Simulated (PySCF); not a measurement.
# CF4: the cost of one run

Program: PySCF 2.14.0. Level of theory: relaxation, HF, 6-31g*, and further levels as typed in the inputs. These are calculated values, not measurements.

**1. The starting structure**

Bond lengths: C1–F2 1.320 Å, C1–F3 1.320 Å, C1–F4 1.320 Å, C1–F5 1.320 Å. Angles: F2–C1–F3 109.5°, F2–C1–F4 109.5°, F2–C1–F5 109.5°, F3–C1–F4 109.5°, F3–C1–F5 109.5°, F4–C1–F5 109.5°.

Structure file:

```xyz
5

C     0.0000    0.0000    0.0000
F     0.7621    0.7621    0.7621
F     0.7621   -0.7621   -0.7621
F    -0.7621    0.7621   -0.7621
F    -0.7621   -0.7621    0.7621
```

**2. Relaxation: CF4**

The input, run.py:

```python
from pyscf import gto, scf
from pyscf.geomopt.geometric_solver import optimize
mol = gto.M(atom="mol.xyz", basis="6-31g*", verbose=4)
mf = scf.RHF(mol).run(conv_tol=1e-9)
m = optimize(mf, maxsteps=60)
print("optimised structure (A):")
for k in range(m.natm): print(m.atom_symbol(k), *(f"{x:.8f}" for x in m.atom_coords(unit="A")[k]))
```

On the command line:

```sh
$ python run.py
```

**Question.** How long does this run take on 4 threads of Intel Xeon Platinum 8259CL at 2.50GHz (Skylake/Cascade Lake), shared host?

About 19 s.
